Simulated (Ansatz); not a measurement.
System: NH2, charge 0, doublet. NH2 (SMILES [NH2], doublet).
B3LYP-D3(BJ)/def2-TZVP minimum from Ansatz (a quantum-chemistry and plane-wave program):
```xyz
3

N      0.0046     0.0019     0.1418
H     -0.0276     0.7996    -0.5065
H     -0.0044    -0.8126    -0.4860
```
Charge 0, spin multiplicity 2.

Property: atomisation energy (electronic, to ground-state atoms), in kcal/mol. UHF or UKS for unpaired electrons; spin-orbit terms are left out. CBS(X,Y): correlation extrapolated as X^-3, Hartree-Fock from the larger set (Q,5: extrapolated as (X+1)exp(-9√X)). A bracket is a step between two methods taken in the basis named. Functionals run without relativity, which enters their misses. Double hybrids freeze cores in their MP2 part. '+ core + X2C': CCSD(T) terms for core correlation (cc-pwCVTZ) and scalar relativity (cc-pVTZ-DK). Full CI freezes restricted core orbitals, also for open shells; the composite that ends in it estimates full CI at the basis-set limit. Where a partner has so few electrons that a lower coupled-cluster level is exact, that level stands in.

CCSD(T)/CBS(cc-pVQZ,cc-pV5Z) + [CCSDT(Q) - CCSD(T)]/cc-pVQZ + [FCI - CCSDT(Q)]/cc-pVDZ + core + X2C (Ansatz) gives 182.6 kcal/mol.

Q: How far off this value is PBE/def2-TZVPD (Ansatz), in which direction, and which of these levels come nearer: r2SCAN/def2-TZVPD, PBE0/def2-TZVPD, wB97M-V/def2-TZVPD, B2PLYP/def2-TZVPD, CCSD(T)/CBS(cc-pVQZ,cc-pV5Z) + core + X2C?

A: PBE gives 187.9 kcal/mol, 5.3 kcal/mol above it. Differences of the others: r2SCAN/def2-TZVPD (Ansatz) -0.1; PBE0/def2-TZVPD (Ansatz) -0.4; wB97M-V/def2-TZVPD (Ansatz) 0.9; B2PLYP/def2-TZVPD (Ansatz) -1.2; CCSD(T)/CBS(cc-pVQZ,cc-pV5Z) + core + X2C (Ansatz) -0.2 kcal/mol. Nearer than PBE: r2SCAN/def2-TZVPD, PBE0/def2-TZVPD, wB97M-V/def2-TZVPD, B2PLYP/def2-TZVPD, CCSD(T)/CBS(cc-pVQZ,cc-pV5Z) + core + X2C.
